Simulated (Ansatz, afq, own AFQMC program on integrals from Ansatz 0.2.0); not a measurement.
**CH3N2, doublet: AFQMC among the cluster methods**

| atom | x (Å) | y (Å) | z (Å) |
| --- | --- | --- | --- |
| N | -1.8639 | -0.0132 | -0.0206 |
| H | -2.1611 | 0.9546 | -0.0206 |
| H | -2.1611 | -0.4155 | 0.8596 |
| H | -0.6149 | -0.0132 | -0.0206 |
| N | 1.7302 | -0.0132 | -0.0206 |
| C | 0.5701 | -0.0132 | -0.0206 |

Connectivity, by distances: NH2 ··· N–C, 1 bridging H.

Basis cc-pVDZ. Only valence electrons are correlated. AFQMC by an in-house program on the Cholesky factors that Ansatz 0.2.0 writes for its CCSD(T) run. The CISD trial takes its coefficients from CCSD amplitudes. Released means that phaseless walkers are propagated on without the constraint, phases kept. Uncertainties: one standard error, sampling alone.

Determinant: UHF, the one that the program's search chose, which needn't be the lowest solution. The geometry is a point of a scan.

No full CI on the walks' own integrals is used here; CCSDT(Q) serves as the reference and is uncertain by about the last step of the cluster series.

Cautions: unrestricted determinant slightly spin contaminated (⟨S²⟩ 0.82 against 0.75).

The T1 diagnostic is 0.0285. The weight of the determinant in the CISD state is 0.822, the ⟨S²⟩ of the determinant is 0.819 and the size of the correlated space is 17 electrons in 54 orbitals.

Reference: CCSDT(Q), correlation energy -13.321 eV. The released energy is read at 1.50 1/Eh (meV from the phaseless value at times in 1/Eh: -23 ± 8 at 0.24, -24 ± 11 at 0.51, -31 ± 8 at 0.99, -28 ± 10 at 1.50).

| level | E − E(reference) (meV) | share of correlation (%) |
| --- | --- | --- |
| HF | 13321.3 | 0.00 |
| MP2 | 1369.7 | 89.72 |
| CCSD | 536.1 | 95.98 |
| CCSD(T) | 75.1 | 99.44 |
| CCSDT | 51.7 | 99.61 |
| ph-AFQMC/CISD | 22.1 ± 8.6 | 99.83 |
| released AFQMC | -6.1 ± 9.9 | 100.05 |

A walk keeps the symmetry of its determinant, which the program's search chose and which needn't be the lowest solution, so a lower state of the same spin and another symmetry isn't excluded. Released energies are given only where the last usable release times agree within the noise; a slower fall can still hide under it.
